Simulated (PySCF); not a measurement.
Q: Write Cartesian coordinates for `Cn1cncn1` as optimised with GFN2-xTB.

A: 
```
atom  x, y, z in Å
C1    -1.6067   -0.2347   -0.0425
N2    -0.1851   -0.0565   -0.0206
C3     0.5365    1.0738    0.0750
N4     1.8181    0.7940    0.0856
C5     1.8413   -0.5494   -0.0059
N6     0.6516   -1.0984   -0.0710
H7    -1.9928   -0.3683    0.9710
H8    -2.0794    0.6351   -0.4964
H9    -1.8333   -1.1268   -0.6242
H10    0.1090    2.0539    0.1294
H11    2.7462   -1.1200   -0.0263
```

Any rigid rotation of these coordinates is as good. Atoms count from 1 in this order. N4 (pyridine-type nitrogen) is bent (angle 103.2°). The 5 C–N bonds span 1.312 Å (C3–N4, aromatic) to 1.433 Å (C1–N2, drawn single), a spread of 0.121 Å. N2 (pyrrole-type nitrogen) is planar (angles 129.7°, 121.6° and 108.8°, sum 360.0°, 0.01 Å off the plane of its three neighbours). The 5-membered ring N2–C3–N4–C5–N6 has internal angles of 103.2° to 113.9°; it is planar, 0.00 Å rms from its mean plane, widest ring torsion 0°.

Bonds between heavy atoms (Å): C1–N2 1.433, N2–C3 1.344, C3–N4 1.312, N4–C5 1.347, C5–N6 1.312, N2–N6 1.337.

Structure optimised with GFN2-xTB, isolated species.

GFN2-xTB frequencies: not computed here.
